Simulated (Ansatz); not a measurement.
Geometry optimisation, RKS PBE/6-31G* in Ansatz 0.2.0.

The input (input.yaml):

```yaml
crystal:
  periodic: [false, false, false]
  atoms:
    - { symbol: Al, position_ang: [-0.939678, -0.74161, 0.627506] }
    - { symbol: H, position_ang: [1.630714, 0.05514, 1.257664] }
    - { symbol: O, position_ang: [1.862263, 0.19518, 0.301856] }
    - { symbol: H, position_ang: [2.266383, -0.664186, 0.058402] }
    - { symbol: "N", position_ang: [-1.661369, -0.074635, -0.909163] }
    - { symbol: H, position_ang: [-2.646813, -0.150479, -1.176225] }
    - { symbol: H, position_ang: [-1.151099, 0.428691, -1.64254] }
basis:
  gaussian: { orbitals: "6-31G*" }
hamiltonian:
  xc: pbe
relax:
  f_tol: 0.03
  max_steps: 50
output:
  orbitals: {}
```

Launched with:

```bash
$ ansatz run input.yaml --threads 1 --pin off --max-ram 2048MiB --backend cpu --events-out ev --progress --plain --runs-dir out
```

Problem. Where does it end, and by what steps?

Solution. It converged. After 24 steps the energy has fallen by 0.261 eV; H4 moved furthest, 1.55 Å. Joined: Al1–O3 (2.97 → 2.20 Å).

| step | energy less start (eV) | largest force component (eV/Å) | accepted |
| --- | --- | --- | --- |
| 0 | 0.0000 | 0.479 | yes |
| 1 | -0.0191 | 1.614 | yes |
| 2 | -0.1092 | 1.108 | yes |
| 3 | -0.1749 | 0.378 | yes |
| 4 | -0.1905 | 0.418 | yes |
| 5 | -0.1992 | 0.339 | yes |
| 6 | -0.2012 | 0.128 | yes |
| 7 | -0.2066 | 0.210 | yes |
| 8 | -0.2098 | 0.215 | yes |
| 9 | -0.2002 | 0.759 | no |
| 10 | -0.2168 | 0.044 | yes |
| 11 | -0.2192 | 0.317 | yes |
| 12 | -0.2295 | 0.135 | yes |
| 13 | -0.2330 | 0.121 | yes |
| 14 | -0.2222 | 0.751 | no |
| 15 | -0.2395 | 0.071 | yes |
| 16 | -0.2435 | 0.206 | yes |
| 17 | -0.2452 | 0.335 | yes |
| 18 | -0.2515 | 0.176 | yes |
| 19 | -0.2555 | 0.175 | yes |
| 20 | -0.2584 | 0.275 | yes |
| 21 | -0.2597 | 0.192 | yes |
| 22 | -0.2589 | 0.112 | no |
| 23 | -0.2610 | 0.066 | yes |
| 24 | -0.2612 | 0.023 | yes |

```xyz
7
Properties=species:S:1:pos:R:3
Al -0.888 -0.217 1.073
H 1.786 -0.458 0.875
O 1.186 0.192 0.452
H 0.855 -0.235 -0.401
N -0.989 -0.191 -0.825
H -1.731 -0.721 -1.294
H -0.860 0.678 -1.363
```

Whether the end is a true minimum wasn't checked by a vibrational analysis.

Run time: 45 s on 1 thread of Arm Neoverse V1 (shared host), peak memory 0.12 GiB.
